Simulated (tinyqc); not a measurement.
Inside a calculation. Method: UHF in the sto-3g basis, for H2O, spin multiplicity 1. This run ends on a higher stationary point, not on the lowest solution. One step of it, computed by the program tinyqc.

Question. Iteration 2: building the Fock matrix. J_ij = sum D_kl (ij|kl) with D = D(alpha) + D(beta), K_ij = sum D_kl (ik|jl) for each spin; F = H + J - K(s); E = tr D H + tr D J / 2 - 0.5 sum_s tr D(s) K(s) + E_nn.

D(alpha) after iteration 1, lower triangle:
```
            1O 1s      1O 2s     1O 2px     1O 2py    1O 2pz     2H 1s     3H 1s
1O 1s    1.061434
1O 2s   -0.266002   1.167786
1O 2px   0.034296  -0.190034   0.445721
1O 2py   0.000000   0.000000   0.000000   0.207861
1O 2pz   0.010072  -0.043438  -0.388256   0.000000  0.774365
2H 1s    0.030260  -0.210571   0.293097   0.256067  0.044610  0.717878
3H 1s    0.030260  -0.210571   0.293097  -0.256067  0.044610  0.086970  0.717878
```

D(beta) after iteration 1, lower triangle:
```
            1O 1s      1O 2s     1O 2px     1O 2py    1O 2pz     2H 1s     3H 1s
1O 1s    1.061434
1O 2s   -0.266002   1.167786
1O 2px  -0.034296   0.190034   0.445721
1O 2py   0.000000   0.000000   0.000000   0.207861
1O 2pz   0.010072  -0.043438   0.388256   0.000000  0.774365
2H 1s    0.030260  -0.210571  -0.293097   0.256067  0.044610  0.717878
3H 1s    0.030260  -0.210571  -0.293097  -0.256067  0.044610  0.086970  0.717878
```

core Hamiltonian H = T + V (hartree), lower triangle:
```
             1O 1s      1O 2s     1O 2px     1O 2py     1O 2pz      2H 1s      3H 1s
1O 1s   -32.413014
1O 2s    -7.539923  -9.040770
1O 2px    0.000000   0.000000  -7.210821
1O 2py    0.000000   0.000000   0.000000  -7.285525
1O 2pz   -0.009125  -0.114272   0.000000   0.000000  -7.245774
2H 1s    -0.727508  -1.901571   0.000000  -1.233257  -0.864470  -3.872522
3H 1s    -0.727508  -1.901571   0.000000   1.233257  -0.864470  -0.468728  -3.872522
```

Two-electron integrals (ij|kl) in chemists' order, unique and non-zero (hartree):
```
(11|11) 4.785065    (21|11) 0.741380    (21|21) 0.136873    (22|11) 1.118947
(22|21) 0.256633    (22|22) 0.817206    (31|31) 0.024477    (32|31) 0.037809
(32|32) 0.180518    (33|11) 1.115814    (33|21) 0.256684    (33|22) 0.817023
(33|33) 0.880159    (41|41) 0.024477    (42|41) 0.037809    (42|42) 0.180518
(43|43) 0.047444    (44|11) 1.115814    (44|21) 0.256684    (44|22) 0.817023
(44|33) 0.785270    (44|44) 0.880159    (51|51) 0.024477    (52|51) 0.037809
(52|52) 0.180518    (53|53) 0.047444    (54|54) 0.047444    (55|11) 1.115814
(55|21) 0.256684    (55|22) 0.817023    (55|33) 0.785270    (55|44) 0.785270
(55|55) 0.880159    (61|11) 0.071625    (61|21) 0.013128    (61|22) 0.024516
(61|33) 0.024472    (61|41) 0.000471    (61|42) 0.000896    (61|44) 0.024565
(61|51) 0.000322    (61|52) 0.000613    (61|54) 0.000064    (61|55) 0.024516
(61|61) 0.001274    (62|11) 0.204809    (62|21) 0.047698    (62|22) 0.172175
(62|33) 0.169087    (62|41) 0.002918    (62|42) 0.024020    (62|44) 0.175278
(62|51) 0.001996    (62|52) 0.016430    (62|54) 0.004235    (62|55) 0.171984
(62|61) 0.004671    (62|62) 0.048185    (63|31) 0.004600    (63|32) 0.028174
(63|43) 0.004759    (63|53) 0.003255    (63|63) 0.006297    (64|11) 0.132898
(64|21) 0.031314    (64|22) 0.120787    (64|33) 0.115581    (64|41) 0.006241
(64|42) 0.043718    (64|44) 0.129159    (64|51) 0.001123    (64|52) 0.010633
(64|54) 0.006032    (64|55) 0.117481    (64|61) 0.003175    (64|62) 0.041186
(64|64) 0.041143    (65|11) 0.090905    (65|21) 0.021419    (65|22) 0.082621
(65|33) 0.079060    (65|41) 0.001123    (65|42) 0.010633    (65|44) 0.081837
(65|51) 0.005368    (65|52) 0.035447    (65|54) 0.006659    (65|55) 0.086870
(65|61) 0.002172    (65|62) 0.028172    (65|64) 0.023835    (65|65) 0.022601
(66|11) 0.395414    (66|21) 0.093517    (66|22) 0.389245    (66|33) 0.375675
(66|41) 0.006270    (66|42) 0.073520    (66|44) 0.403140    (66|51) 0.004289
(66|52) 0.050289    (66|54) 0.018786    (66|55) 0.388525    (66|61) 0.009192
(66|62) 0.148520    (66|64) 0.145378    (66|65) 0.099441    (66|66) 0.774606
(71|11) 0.071625    (71|21) 0.013128    (71|22) 0.024516    (71|33) 0.024472
(71|41) -0.000471   (71|42) -0.000896   (71|44) 0.024565    (71|51) 0.000322
(71|52) 0.000613    (71|54) -0.000064   (71|55) 0.024516    (71|61) 0.001254
(71|62) 0.004518    (71|64) 0.002859    (71|65) 0.002105    (71|66) 0.008853
(71|71) 0.001274    (72|11) 0.204809    (72|21) 0.047698    (72|22) 0.172175
(72|33) 0.169087    (72|41) -0.002918   (72|42) -0.024020   (72|44) 0.175278
(72|51) 0.001996    (72|52) 0.016430    (72|54) -0.004235   (72|55) 0.171984
(72|61) 0.004518    (72|62) 0.036529    (72|64) 0.022117    (72|65) 0.020683
(72|66) 0.088023    (72|71) 0.004671    (72|72) 0.048185    (73|31) 0.004600
(73|32) 0.028174    (73|43) -0.004759   (73|53) 0.003255    (73|63) 0.004545
(73|73) 0.006297    (74|11) -0.132898   (74|21) -0.031314   (74|22) -0.120787
(74|33) -0.115581   (74|41) 0.006241    (74|42) 0.043718    (74|44) -0.129159
(74|51) -0.001123   (74|52) -0.010633   (74|54) 0.006032    (74|55) -0.117481
(74|61) -0.002859   (74|62) -0.022117   (74|64) -0.009295   (74|65) -0.012338
(74|66) -0.051119   (74|71) -0.003175   (74|72) -0.041186   (74|74) 0.041143
(75|11) 0.090905    (75|21) 0.021419    (75|22) 0.082621    (75|33) 0.079060
(75|41) -0.001123   (75|42) -0.010633   (75|44) 0.081837    (75|51) 0.005368
(75|52) 0.035447    (75|54) -0.006659   (75|55) 0.086870    (75|61) 0.002105
(75|62) 0.020683    (75|64) 0.012338    (75|65) 0.016082    (75|66) 0.053824
(75|71) 0.002172    (75|72) 0.028172    (75|74) -0.023835   (75|75) 0.022601
(76|11) 0.045903    (76|21) 0.010793    (76|22) 0.042482    (76|33) 0.041541
(76|44) 0.042410    (76|51) 0.000704    (76|52) 0.007015    (76|55) 0.043450
(76|61) 0.001044    (76|62) 0.011738    (76|64) 0.008850    (76|65) 0.007771
(76|66) 0.038599    (76|71) 0.001044    (76|72) 0.011738    (76|74) -0.008850
(76|75) 0.007771    (76|76) 0.003755    (77|11) 0.395414    (77|21) 0.093517
(77|22) 0.389245    (77|33) 0.375675    (77|41) -0.006270   (77|42) -0.073520
(77|44) 0.403140    (77|51) 0.004289    (77|52) 0.050289    (77|54) -0.018786
(77|55) 0.388525    (77|61) 0.008853    (77|62) 0.088023    (77|64) 0.051119
(77|65) 0.053824    (77|66) 0.241237    (77|71) 0.009192    (77|72) 0.148520
(77|74) -0.145378   (77|75) 0.099441    (77|76) 0.038599    (77|77) 0.774606
```

nuclear repulsion = 6.62370358 hartree

Give: Coulomb J; exchange K(alpha); exchange K(beta); F(alpha); F(beta); total energy of this density.

Answer.

Coulomb J (hartree), lower triangle:
```
         1O 1s  1O 2s  1O 2px  1O 2py  1O 2pz  2H 1s  3H 1s
1O 1s   16.298
1O 2s    3.028  7.470
1O 2px   0.000  0.000   7.410
1O 2py   0.000  0.000   0.000   7.463
1O 2pz   0.008  0.124   0.000   0.000   7.512
2H 1s    0.291  1.620   0.000   1.159   0.822  4.248
3H 1s    0.291  1.620   0.000  -1.159   0.822  0.419  4.248
```

exchange K(alpha) (hartree), lower triangle:
```
        1O 1s   1O 2s  1O 2px  1O 2py  1O 2pz  2H 1s  3H 1s
1O 1s   4.880
1O 2s   0.799   1.185
1O 2px  0.000  -0.064   0.648
1O 2py  0.000   0.000   0.000   0.612
1O 2pz  0.002  -0.010  -0.275   0.000   0.958
2H 1s   0.081   0.288   0.057   0.243   0.169  0.660
3H 1s   0.081   0.288   0.057  -0.243   0.169  0.072  0.660
```

exchange K(beta) (hartree), lower triangle:
```
        1O 1s   1O 2s  1O 2px  1O 2py  1O 2pz  2H 1s  3H 1s
1O 1s   4.880
1O 2s   0.799   1.185
1O 2px  0.000   0.064   0.648
1O 2py  0.000   0.000   0.000   0.612
1O 2pz  0.002  -0.010   0.275   0.000   0.958
2H 1s   0.081   0.288  -0.057   0.243   0.169  0.660
3H 1s   0.081   0.288  -0.057  -0.243   0.169  0.072  0.660
```

F(alpha) (hartree), lower triangle:
```
          1O 1s   1O 2s  1O 2px  1O 2py  1O 2pz   2H 1s   3H 1s
1O 1s   -20.995
1O 2s    -5.311  -2.756
1O 2px    0.000   0.064  -0.448
1O 2py    0.000   0.000   0.000  -0.435
1O 2pz   -0.003   0.020   0.275   0.000  -0.691
2H 1s    -0.517  -0.569  -0.057  -0.317  -0.211  -0.284
3H 1s    -0.517  -0.569  -0.057   0.317  -0.211  -0.121  -0.284
```

F(beta) (hartree), lower triangle:
```
          1O 1s   1O 2s  1O 2px  1O 2py  1O 2pz   2H 1s   3H 1s
1O 1s   -20.995
1O 2s    -5.311  -2.756
1O 2px    0.000  -0.064  -0.448
1O 2py    0.000   0.000   0.000  -0.435
1O 2pz   -0.003   0.020  -0.275   0.000  -0.691
2H 1s    -0.517  -0.569   0.057  -0.317  -0.211  -0.284
3H 1s    -0.517  -0.569   0.057   0.317  -0.211  -0.121  -0.284
```

total energy of this density = -74.38637 hartree
